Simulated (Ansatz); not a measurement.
# H3O (doublet): wave-function methods side by side at distance O1–H3 along a hydrogen transfer = 0.992 Å, cc-pVTZ

Aim: climb from Hartree-Fock through coupled cluster and multireference methods for H3O (doublet) at one geometry and basis, and see what each rung misses.

The runs use Ansatz 0.2.0, Gaussian basis; cc-pVTZ, core rule «outside noble gas», up to 1 orbitals frozen.

To be run: UHF; CCSD(T) on ROHF; CCSD(T) on UHF; BCCD(T) on ROHF; CCSDT(Q) on ROHF; CCSDT(Q) on UHF; CASSCF and MRCISD+Q, 3 electrons in 3 orbitals; CASSCF and NEVPT2, 3 electrons in 3 orbitals; CASSCF and MRCISD+Q, 9 electrons in 7 orbitals; CASSCF and NEVPT2, 9 electrons in 7 orbitals.

## (1) The geometry

The geometry derives from fragments relaxed apart (PBE0/def2-TZVP) and kept rigid, so it is no stationary point. A hydrogen atom is moved between rigid fragments.

4 atoms, charge 0, spin multiplicity 2.

Atoms are counted from 1 here; the program's logs count them from 0.

Bond lengths: O1–H2 0.960 Å, O1–H3 0.992 Å. Angles: H2–O1–H3 105.1°.

## (2) UHF

Input file in.yaml:

```yaml
crystal:
  periodic: [false, false, false]
  atoms:
    - {symbol: O, position_ang: [-0.141665, -0.049094, 0.000000]}
    - {symbol: H, position_ang: [-0.390974, 0.877481, 0.000000]}
    - {symbol: H, position_ang: [0.850335, -0.049094, 0.000000]}
    - {symbol: H, position_ang: [1.789335, -0.049094, 0.000000]}
basis:
  gaussian: {orbitals: cc-pVTZ}
magnetization: {spin_polarized: true, initial_magnetization: 1}
hamiltonian: {xc: hf}
output: {orbitals: {seedname: orbitals}}
```

Launch:

```
ansatz run in.yaml --threads 1 --pin off --events-out ev --progress --plain --max-ram 4096MiB --backend cpu
```

After this run come: CCSD(T) on ROHF; CCSD(T) on UHF; BCCD(T) on ROHF; CCSDT(Q) on ROHF; CCSDT(Q) on UHF; CASSCF and MRCISD+Q, 3 electrons in 3 orbitals; CASSCF and NEVPT2, 3 electrons in 3 orbitals; CASSCF and MRCISD+Q, 9 electrons in 7 orbitals; CASSCF and NEVPT2, 9 electrons in 7 orbitals.

Q: Predict the results of all the runs planned. Wanted: UCCSDT(Q) below the RHF energy; RMP2 from UCCSDT(Q); UMP2 from UCCSDT(Q); RCCSD from UCCSDT(Q); RCCSD(T) from UCCSDT(Q); UCCSD(T) from UCCSDT(Q); RCCSDT(Q) from UCCSDT(Q); NEVPT2 pair from UCCSDT(Q); MRCISD+Q pair from UCCSDT(Q).

**Answer**, as computed:

| quantity | value |
| --- | --- |
| UCCSDT(Q) below the RHF energy | -7.9925 eV |
| RMP2 from UCCSDT(Q) | +10.48 kcal/mol |
| UMP2 from UCCSDT(Q) | +11.10 kcal/mol |
| RCCSD from UCCSDT(Q) | +5.88 kcal/mol |
| RCCSD(T) from UCCSDT(Q) | +0.37 kcal/mol |
| UCCSD(T) from UCCSDT(Q) | +0.37 kcal/mol |
| RCCSDT(Q) from UCCSDT(Q) | +0.02 kcal/mol |
| NEVPT2 pair from UCCSDT(Q) | +11.34 kcal/mol |
| MRCISD+Q pair from UCCSDT(Q) | +2.89 kcal/mol |
| NEVPT2 valence from UCCSDT(Q) | +21.43 kcal/mol |
| levels within 1 kcal/mol (43 meV) | RCCSD(T), UCCSD(T), BCCD(T), RCCSDT, UCCSDT, RCCSDT(Q) |
| T1 diagnostic | 0.022 |
| effectively unpaired electrons | 1.01 |

In words: RCCSD(T) misses by +0.37 kcal/mol, 0.2 % of the correlation energy. One determinant dominates. Of the multireference levels listed MRCISD+Q valence comes nearest in total energy (+1.74 kcal/mol), which doesn't show that its space is the better one. These misses are within one basis, not against nature; the frozen cores of restricted and unrestricted runs differ, which can shift their rows.
